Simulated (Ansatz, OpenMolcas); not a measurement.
# A ladder of methods for SiH4O2 (SMILES O[SiH2]O)

SiH4O2: 7 atoms, total charge 0, spin state singlet. As SMILES, `O[SiH2]O`. The shape is that of a PBE0-D4/def2-TZVP optimisation. This is one conformer, not always the lowest.

Quantity: the HOMO–LUMO gap, in eV. The values are calculated.

```
             level                    kind     program  value (eV)  CPU time
      HF/def2-SVPD            Hartree–Fock      Ansatz       14.64     1.9 s
   SVWN5/def2-SVPD                     LDA  OpenMolcas        6.69      22 s
     PBE/def2-SVPD                     GGA      Ansatz        6.74     3.3 s
    TPSS/def2-SVPD                meta-GGA  OpenMolcas        7.12      39 s
 r2SCAN0/def2-SVPD         hybrid meta-GGA      Ansatz        9.67     7.9 s
   wB97X/def2-SVPD  range-separated hybrid      Ansatz       13.36      12 s
PBE-QIDH/def2-SVPD           double hybrid      Ansatz       12.61       5 s
```

The values span 6.69 to 14.64 eV. Orbital gaps aren't excitation energies, and those of double hybrids come from the SCF part alone; they tend to grow with the share of exact exchange. Times are those of the runs behind each value, whatever else they computed, on shared processors of several kinds: orders of magnitude only.
